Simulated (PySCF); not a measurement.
**Working with the constants of LiP⁻**

UHF-MP2 constants of LiP⁻, ⁴Σ⁻ (quartet), unpaired electrons σ ↑, π ↑↑ (basis Li aug-cc-pVDZ-DK, P aug-cc-pVDZ-DK; spin-free X2C with a Gaussian nucleus; PySCF 2.14; masses 7.0160 and 30.9738 u):

* ωe: 368.1 cm⁻¹
* ωexe: 2.46 cm⁻¹
* Be: 0.48981 cm⁻¹
* αe: 0.00754 cm⁻¹
* D (centrifugal): 3.47e-06 cm⁻¹

(1) Give the vibrational terms G(v) and spacings up to v = 6.

Correlated steps freeze 5 core orbitals. The state was picked by a PBE0 search and need not be the measured ground state.

Answers

(1) G(v) = ωe(v+½) − ωexe(v+½)².

| v | G(v) (cm⁻¹) | G(v) − G(v−1) | Bv (cm⁻¹) |
| --- | --- | --- | --- |
| 0 | 183 |  | 0.4860 |
| 1 | 547 | 363 | 0.4785 |
| 2 | 905 | 358 | 0.4710 |
| 3 | 1258 | 353 | 0.4634 |
| 4 | 1607 | 348 | 0.4559 |
| 5 | 1950 | 344 | 0.4483 |
| 6 | 2289 | 339 | 0.4408 |
